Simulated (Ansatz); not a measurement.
**hcp Cd**

All values below come from revPBE (Ansatz, a first-principles code, PAW).

Numerical settings: plane-wave cutoff 520 eV, 24×24×10 k mesh (along the axes of the cell as run), Fermi–Dirac smearing 0.05 eV, scalar-relativistic PAW data made under PBE.

Cell (relaxed at this level):

```cif
data_Cd2
_chemical_formula_sum 'Cd2'
_space_group_name_H-M_alt 'P63/mmc'
_space_group_IT_number 194
_space_group_name_Hall '-P 6c 2c'
_cell_length_a 3.05755
_cell_length_b 3.05755
_cell_length_c 5.91059
_cell_angle_alpha 90.000
_cell_angle_beta 90.000
_cell_angle_gamma 120.000
loop_
_atom_site_label
_atom_site_type_symbol
_atom_site_symmetry_multiplicity
_atom_site_Wyckoff_symbol
_atom_site_fract_x
_atom_site_fract_y
_atom_site_fract_z
_atom_site_occupancy
Cd1 Cd 2 c 0.33333 0.66667 0.25000 1
```

```json
{
 "bulk modulus B0": "31.6 GPa",
 "band_gap": "zero (no gap)",
 "pressure derivative B′ of the bulk modulus": "6.5"
}
```

Measured, for comparison: bulk modulus 53.8 GPa (zero-point energy and finite temperature contributions removed, our sources range from 50.7 to 53.8; as tabulated in doi:10.1021/acs.jctc.3c00612). Computed (rounded) less measured: bulk modulus -41 % (-38 % to -41 % over the range).

Note: the cell is over a tenth larger than the published one: the level's own overestimate first of all, though another phase or state, or a fault of the published cell, is possible; the bulk modulus comes from volumes at which shape and atoms were relaxed.

Spin–orbit coupling is not included.

Static lattice: no zero-point or thermal effects.
